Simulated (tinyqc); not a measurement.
Worked calculation: Hueckel theory of the pi electrons, for the molecule C=CC=C (SMILES; centres numbered as the heavy atoms are written). One step of it, computed by the program tinyqc.

Problem. Energy, charges, bond orders. E = sum n x; q_r = z_r - P_rr; bond order p = P_rs; free valence = sqrt(3) - sum of p over the bonds of the atom.

x values: 1.618034  0.618034  -0.618034  -1.618034

occupations: 2.000000  2.000000  0.000000  0.000000

charge and bond-order matrix P, lower triangle:
```
           1C        2C        3C        4C
1C   1.000000
2C   0.894427  1.000000
3C   0.000000  0.447214  1.000000
4C  -0.447214  0.000000  0.894427  1.000000
```

Centres:
```
centre  z_r, pi electrons of the neutral centre         h
1C                                            1  0.000000
2C                                            1  0.000000
3C                                            1  0.000000
4C                                            1  0.000000
```

Bonds:
```
i  j  k
1  2  1
2  3  1
3  4  1
```

Give: pi energy = 4 alpha + this times beta; pi charges; Bond orders and lengths from R = 1.517 - 0.180 p; free valence of the carbons; gap between the highest filled and the next level.

Solution.

pi energy = 4 alpha + this times beta = 4.472

pi charges: 1C 0.000, 2C 0.000, 3C 0.000, 4C 0.000

Bond orders and lengths from R = 1.517 - 0.180 p (angstrom, C-C alone):
```
bond      p      R
1-2   0.894  1.356
2-3   0.447  1.437
3-4   0.894  1.356
```

free valence of the carbons: 1C 0.838, 2C 0.390, 3C 0.390, 4C 0.838

gap between the highest filled and the next level = 1.236 |beta|
